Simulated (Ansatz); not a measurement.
`F[C@@H]1O[C@@H]1F`, charge 0, multiplicity 1.

**Question.** Give a relaxed structure at PBE0-D4/def2-TZVP (the Gaussian-basis code of Ansatz). (Best estimate.)

**Answer.** Computed: 
Z-matrix (Å, degrees):
```
C
O 1 1.396
C 1 1.451 2 58.7
F 1 1.341 2 115.6 3 108.9
H 1 1.086 2 117.0 3 -116.7
F 3 1.341 1 118.3 2 104.2
H 3 1.086 1 125.3 2 -102.7
```
Point group Cs.
